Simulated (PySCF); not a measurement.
## NS₂⁻: from structure and modes to constants

Computed with PBE0/[N def2-TZVPD, S def2-TZVPD], no relativity, density fitting, PySCF.

The singlet minimum has C2v symmetry. Masses (u): N 14.00307, S 31.97207.

```xyz
3
charge -1 multiplicity 1, angstrom
N     0.0000    0.0000   -0.6333
S     1.4314    0.0000    0.1387
S    -1.4314    0.0000    0.1387
```

Harmonic wavenumbers (cm⁻¹): 361.1 (a1, ×1), 749.3 (a1, ×1), 941.0 (b2, ×1).

Problem. Find the principal moments of inertia and the rotational constants. What kind of rotor is it?

Solution. About the centre of mass I = 6.8464, 131.02, 137.87 u Å². With B = 16.8576/I this gives 2.462, 0.1287, 0.1223 cm⁻¹. The molecule is an asymmetric top with κ = -0.99.

Problem. What is the harmonic zero-point energy?

Solution. Half the sum of all 3 wavenumbers, 2051/2 = 1026 cm⁻¹, which is 12.3 kJ/mol (1 cm⁻¹ = 0.0119627 kJ/mol).

Problem. Find the vibrational entropy and heat capacity at 298.15 K.

Solution. With u = 1.43878 ω/T, each mode gives S = R[u/(eᵘ−1) − ln(1−e⁻ᵘ)] and C = R u² eᵘ/(eᵘ−1)².
| ω (cm⁻¹) | u | S (J/(mol K)) | C (J/(mol K)) |
| --- | --- | --- | --- |
| 361.1 | 1.742 | 4.68 | 6.50 |
| 749.3 | 3.616 | 1.06 | 3.09 |
| 941.0 | 4.541 | 0.50 | 1.87 |
The sums over all modes are S = 6.2 and C = 11.5 J/(mol K); the softest mode gives 75 % of the entropy.

Problem. Give the standard entropy (298.15 K, 1 bar) by its translational, rotational, vibrational and spin parts, and Cp.

Solution. Sackur–Tetrode with M = 77.95 u gives 163.2; rotation with symmetry number 2 gives 91.5; vibration 6.2; spin R ln 1 = 0.0. The total is 260.9 J/(mol K), and Cp = 4 R + 11.5 = 44.7 J/(mol K).

Other isomers or separated fragments may lie lower. The lowest empty level of this anion is unbound, so it and the gap depend on the basis.
